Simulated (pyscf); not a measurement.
`[CH3][SiH]` [singlet] + `[H]` [doublet] -> `[CH2]=[SiH]` [doublet] + `[H][H]`, a hydrogen abstraction (doublet surface; C–H broken, H–H formed). Structures and frequencies: ωB97X-D3(BJ)/def2-SVP in PySCF. Energies in kJ/mol from the separated reactants.

Small-basis levels: PySCF, no dispersion term, spherical d functions. AM1 to PM7: differences of heats of formation from MOPAC, which are fitted to 298 K values and so differ in kind from electronic energies by zero-point and thermal terms. Open shells are spin-unrestricted. 

```
level                   barrier  reaction energy
----------------------  -------  ---------------
HF/STO-3G                   [?]            +75.0
SVWN5/6-31G*              -24.8            -65.0
BP86/6-31G*               -10.8            -81.2
B3LYP/STO-3G               -3.8            -56.2
B3LYP/6-31G*               10.1            -65.4
M06-2X/6-31G*              35.7            -51.3
B3LYP/6-311+G**             [?]            -73.8
B3LYP/def2-SVP              8.6            -62.8
PM6                       -51.2           -175.3
ωB97M-D3(BJ)/def2-TZVP      [?]            -49.6
```

**Question.** What belongs in the gaps?

**Answer.** 
- HF/STO-3G, barrier: 80.1
- B3LYP/6-311+G**, barrier: 8.7
- ωB97M-D3(BJ)/def2-TZVP, barrier: 32.1

Against the last row the barrier runs from -83.3 (PM6) to +48.0 kJ/mol (HF/STO-3G). At SVWN5/6-31G*, BP86/6-31G*, B3LYP/STO-3G, PM6 this geometry lies under one side, so the entry may be no barrier of that level: it is a single point on another level's saddle. ωB97M-D3(BJ)/def2-TZVP has limits of its own. This is the saddle that the search found; another between the same sides may lie lower. The angle at the transferred H is 166°.
